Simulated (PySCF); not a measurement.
## Orbital energies and ionisation energy

Species: C₄H₆S.
Cartesian coordinates in Å at the PBE0-D3(BJ)/def2-SVP level; atoms count from 1:
```xyz
11
C4H6S angstrom
C     -2.188    0.572    0.116
C     -0.878   -0.047   -0.004
C      0.214   -0.561   -0.119
C      1.532   -1.161   -0.223
S      2.849   -0.005   -0.756
H     -2.709    0.591   -0.853
H     -2.103    1.610    0.473
H     -2.824    0.024    0.829
H      1.539   -1.953   -0.990
H      1.823   -1.637    0.726
H      2.676    0.875    0.252
```

Level: CAM-B3LYP/def2-SVPD (PySCF). Frontier orbitals with their largest atomic shares (Löwdin; up to four atoms above 4 %):

```json
{"orbital": "HOMO−3", "ε (eV)": "-11.34", "main atoms": "S5 60 %, C4 15 %, H11 12 %, C3 6 %"}
{"orbital": "HOMO−2", "ε (eV)": "-8.94", "main atoms": "C3 30 %, C2 29 %, S5 18 %, C4 9 %"}
{"orbital": "HOMO−1", "ε (eV)": "-8.80", "main atoms": "C2 35 %, C3 35 %, C4 7 %, C1 7 %"}
{"orbital": "HOMO", "ε (eV)": "-8.24", "main atoms": "?"}
{"orbital": "LUMO", "ε (eV)": "0.93", "main atoms": "S5 41 %, H11 11 %, C3 10 %, C4 9 %"}
{"orbital": "LUMO+1", "ε (eV)": "1.09", "main atoms": "S5 58 %, C4 12 %, C2 8 %, H11 7 %"}
{"orbital": "LUMO+2", "ε (eV)": "1.51", "main atoms": "C1 33 %, S5 17 %, H6 11 %, H8 11 %"}
```

Question: What vertical ionisation energy does ΔSCF give, and how far is −ε(HOMO) from it?

Answer: ΔSCF: 9.17 eV (884 kJ/mol; threshold wavelength 135 nm); ⟨S²⟩ of the doublet left behind is 0.759, against 0.75 for a pure doublet. −ε(HOMO) is 8.24 eV, 0.93 eV below it. In exact Kohn–Sham theory the two would be equal; CAM-B3LYP (range-separated hybrid) falls short of its own ΔSCF value by 10 %. Holes in the HOMO−1 and HOMO−2 were tried too where these lie within 1.2 eV of the HOMO; the lowest converged state counts.

Question: On which atoms does the HOMO lie?

Answer: S5 (thiol sulfur) 66 %, C3 (alkyne carbon) 9 %, C2 (alkyne carbon) 8 %, C4 (sp3 carbon bound to sulfur) 7 %, so more than half of it is on one atom. The HOMO−1 lies 0.56 eV lower.

Question: What kinetic energy would electrons from this vertical process carry with 118.2 nm light (10.49 eV)?

Answer: 10.49 − 9.17 = 1.32 eV.

Question: With α = 71.4 au, estimate the like-pair dispersion coefficient by London's formula C6 = (3/4)α²I.

Answer: I = 0.3369 Eh, so C6 ≈ 1290 au, a rough estimate.

Geometry: PBE0-D3(BJ)/def2-SVP, one conformer, isolated molecule.
